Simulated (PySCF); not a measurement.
**Basis set benchmark on one molecule**

Molecule: SMILES FP(F)F, F3P.

Bonds (- single, = double, # triple, : aromatic): F1-P2 1.596 Å, P2-F3 1.596 Å, P2-F4 1.596 Å.

Geometry PBE0-D3(BJ)/def2-SVP throughout; GIAO in PySCF 2.14.0 with density-fitted response routines, gas phase, one conformer, non-relativistic; equivalent atoms averaged; functional PBE0.

Reference values (CCSD(T)/pcSseg-4; gas (isolated, no vibration); G. L. Stoychev, PhD thesis, Univ. Bonn 2021 (Stoychev, Auer, Izsak, Neese, JCTC 2018, 14, 619)): σ(F1/F3/F4) = 231.8 ppm, σ(P2) = 224.8 ppm.

**Question.** How do the basis sets pcSseg-0, cc-pVDZ, aug-cc-pVDZ, cc-pVTZ, IGLO-III, pcSseg-3 perform against the reference? Times are CPU seconds on 1 thread of an AMD EPYC 9B45, shared host.

**Answer.** 
| basis set | functions | F1/F3/F4 | P2 | abs. error F | abs. error P | core-s |
| --- | --- | --- | --- | --- | --- | --- |
| pcSseg-0 | 40 | 225.9 | 129.7 | 5.9 | 95.1 | 0.82 |
| cc-pVDZ | 60 | 218.7 | 252.9 | 13.1 | 28.1 | 1.2 |
| aug-cc-pVDZ | 96 | 222.1 | 257.7 | 9.7 | 32.9 | 2.2 |
| cc-pVTZ | 124 | 203.0 | 199.5 | 28.8 | 25.3 | 2.8 |
| IGLO-III | 149 | 198.1 | 183.4 | 33.7 | 41.4 | 3.2 |
| pcSseg-3 | 292 | 194.5 | 172.5 | 37.3 | 52.3 | 11 |

For 19F the closest is pcSseg-0 (5.9 ppm) and the furthest pcSseg-3 (37.3 ppm).

For 31P the closest is cc-pVTZ (25.3 ppm) and the furthest pcSseg-0 (95.1 ppm). Where a smaller basis beats a larger one, errors probably cancel; the largest sets show where the functional converges. One molecule is a small sample, and the reference may use another geometry.

A small basis that lands close on one nucleus may do so by chance; judge by the trend and by all nuclei.
